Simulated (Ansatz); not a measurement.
**What each rung costs and misses: atomization of BCl$_{3}$, singlet**

Geometry (MP2(full)/6-31G*, from the G2/97 set):

| atom | x (Å) | y (Å) | z (Å) |
| --- | --- | --- | --- |
| B | 0.0000 | 0.0000 | 0.0000 |
| Cl | 0.0000 | 1.7354 | 0.0000 |
| Cl | 1.5029 | -0.8677 | 0.0000 |
| Cl | -1.5029 | -0.8677 | 0.0000 |

Measured, as an electronic atomization energy: 1350.2 kJ/mol (G2/97 heats of formation of molecule and atoms, with zero-point and thermal terms from B3LYP taken off; Curtiss et al., J. Chem. Phys. 106, 1063 (1997), Staroverov et al., J. Chem. Phys. 119, 12129 (2003)). The measured value holds scalar relativity and spin–orbit coupling, which all computed ones lack, and core correlation, which the wave-function levels lack. Atoms are taken at the same level; beside RHF, RMP2 and RCC rows they are unrestricted. The atoms' steps beyond CCSDT(Q) are taken from restricted open-shell runs, which share full CI's core. Ansatz 0.2.0; the 6-31G* set has Cartesian d functions; a miss is computed less measured; times are wall times on shared hosts and scatter by a factor of two or so.

```
    level        basis  miss (kJ/mol)      time of the run              hardware
     CISD       STO-3G          -78.3               0.34 s          1 CPU thread
      RHF       STO-3G         -163.5               0.35 s          1 CPU thread
      PBE       STO-3G          269.0               0.71 s          1 CPU thread
      RHF        6-31G         -527.2               0.73 s          1 CPU thread
  RPA-PBE       STO-3G         -292.3               0.79 s          1 CPU thread
     PBE0        6-31G         -131.8               0.94 s          1 CPU thread
     BLYP       6-31G*          -43.8               0.97 s          1 CPU thread
  BCCD(T)        6-31G         -339.3               0.97 s          1 CPU thread
   r2SCAN       STO-3G          235.2                1.1 s          1 CPU thread
     BLYP  cc-pV(D+d)Z          -46.9                1.2 s          1 CPU thread
  RPA-PBE        6-31G         -523.1                1.2 s          1 CPU thread
   B2PLYP        6-31G         -238.2                1.4 s          1 CPU thread
     PBE0       6-31G*           21.6                1.4 s          1 CPU thread
 RCCSD(T)       6-31G*          -79.7                1.5 s          1 CPU thread
    B3LYP       6-31G*          -39.9                1.8 s          1 CPU thread
  BCCD(T)       6-31G*          -79.0                2.1 s          1 CPU thread
  RPA-PBE  cc-pV(D+d)Z         -235.7                2.1 s          1 CPU thread
      PBE  cc-pV(D+d)Z           51.3                2.2 s          1 CPU thread
CAM-B3LYP  cc-pV(D+d)Z          -30.0                2.5 s          1 CPU thread
  wB97M-V       STO-3G          212.1                2.9 s          1 CPU thread
 RCCSD(T)  cc-pV(D+d)Z         -100.7                3.3 s          1 CPU thread
  BCCD(T)  cc-pV(D+d)Z         -100.1                3.4 s          1 CPU thread
  wB97M-V        6-31G         -142.2                3.5 s          1 CPU thread
   r2SCAN  cc-pV(D+d)Z           35.3                4.2 s          1 CPU thread
     BLYP  cc-pV(T+d)Z          -45.5                4.6 s  H100 + 2 CPU threads
  RPA-PBE  cc-pV(T+d)Z         -166.5                  6 s  H100 + 2 CPU threads
      RHF  cc-pV(T+d)Z         -328.3                6.5 s          1 CPU thread
     PBE0  cc-pV(T+d)Z           27.0  6.5 s (with forces)  H100 + 2 CPU threads
  wB97M-V  cc-pV(D+d)Z           23.8                  7 s          1 CPU thread
  r2SCAN0  cc-pV(T+d)Z            8.7                  7 s  H100 + 2 CPU threads
  BCCD(T)  cc-pV(T+d)Z          -44.3                7.5 s  H100 + 2 CPU threads
  wB97X-V  cc-pV(T+d)Z           11.0                7.5 s  H100 + 2 CPU threads
    B3LYP  cc-pV(T+d)Z          -37.8                8.5 s  H100 + 2 CPU threads
 PBE-QIDH  cc-pV(Q+d)Z           40.0                  9 s  H100 + 2 CPU threads
  wB97X-V  cc-pV(Q+d)Z           12.2                 11 s  H100 + 2 CPU threads
  wB97M-V  cc-pV(T+d)Z           24.5   12 s (with forces)  H100 + 2 CPU threads
 PBE-QIDH  cc-pV(T+d)Z           30.2                 13 s  H100 + 2 CPU threads
     CISD       6-31G*         -252.8                 13 s          1 CPU thread
RCCSDT(Q)  cc-pV(D+d)Z          -99.5                 13 s  H100 + 2 CPU threads
  RCCSDTQ       STO-3G          -63.9                 24 s          1 CPU thread
```

HF's time is that of a plain UHF run.

The smallest set from which on each level stays within 1 kcal/mol of its own cc-pV(Q+d)Z value: RHF cc-pV(T+d)Z; PBE 6-31G*; r2SCAN cc-pV(T+d)Z; B3LYP cc-pV(T+d)Z; wB97M-V 6-31G*; B2PLYP none (cc-pV(T+d)Z is 2.0 kcal/mol off); RMP2 none (cc-pV(T+d)Z is 6.5 kcal/mol off); RCCSD(T) none (cc-pV(T+d)Z is 6.9 kcal/mol off).
